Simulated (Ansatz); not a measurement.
AlOH5⁺, that is Al(H2O)H3 with one electron fewer. Total charge 1; doublet. Geometry PBE-D4/def2-TZVP, that of the neutral singlet; atoms count from 1.

Cartesian coordinates in Å:
```
Al 0.246 0.797 -0.331
O -0.091 -0.971 0.677
H 0.064 -1.707 0.057
H -1.020 -1.037 0.965
H 1.134 1.629 0.709
H -1.304 1.203 -0.497
H 0.971 0.086 -1.582
```

(1) Estimate the Mulliken populations from the PBE0/def2-TZVP orbitals of Ansatz.

(2) Where does the spin sit?

(3) And the Mayer bond orders between heavy atoms (over 0.3)?

Answers

(1) 
```
atom  charge (e)  spin (α − β)
 Al1        0.42          0.18
  O2       -0.48          0.03
  H3        0.41          0.00
  H4        0.41          0.00
  H5        0.19          0.47
  H6        0.04          0.19
  H7        0.02          0.13
```
Mulliken values depend strongly on the basis.

(2) Summed by element: Al 0.18, O 0.03, H 0.79, of 1 unpaired in all. Largest on single atoms: H5 0.47, H6 0.19, Al1 0.18.

(3) Al1–O2 0.52 (2.06 Å).
